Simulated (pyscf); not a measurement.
A first-order saddle from PySCF, ωB97X-D3(BJ)/def2-SVP:

```
Si
H 1 1.4896
H 1 1.4896 2 110.70
H 1 1.4962 2 108.57 3 -118.89
H 1 1.8471 2 102.29 4 -148.29
Ga 5 1.7194 1 92.67 2 108.96
H 6 1.5486 5 125.14 1 -79.01
P 5 2.1252 6 68.43 7 138.60
H 8 1.4244 5 63.83 6 120.25
```

Surface: singlet, charge 0. Lowest wavenumbers (cm⁻¹): 1146i, 73, 135, 221, 325.

**Question.** What reaction is this the transition state of?

**Answer.** `[PH]=[GaH]` + `[SiH4]` <-> `[SiH3][GaH][PH2]`, an addition across a multiple bond or ene-type step read from left to right: H–Si broken and H–P, Ga–Si formed. At CCSD(T)/def2-TZVPP + ΔMP2(QZVPP) it lies +1.00 eV from the left side and +2.33 eV from the right (each side as separated species at their lowest minima found). On the reactant side the descent ends in a complex, 0.22 eV under the separated species and 1.29 eV under the saddle at ωB97X-D3(BJ)/def2-TZVP. At the saddle there is also a short Ga–H contact that neither side keeps. The same reactants have a lower exit, to H₃Si–PH–GaH₂ (barrier +0.56 eV at ωB97M-D3(BJ)/def2-TZVP, against +1.20 eV here). HP=GaH lies 0.76 eV over its isomer H₂P–Ga [singlet] (electronic energy, ωB97M-D3(BJ)/def2-TZVP). This is the saddle that the search found; another between the same sides may lie lower. The CCSD(T) − MP2 part came from Ansatz, without density fitting, on the same reference. The frozen core leaves the outer d or s,p core shells of the metals and heavy elements correlated in the MP2 and CC values, and def2-TZVPP describes them poorly, which can shift differences by a few kcal/mol. Elements up to Kr have no core potential and no relativistic terms here.
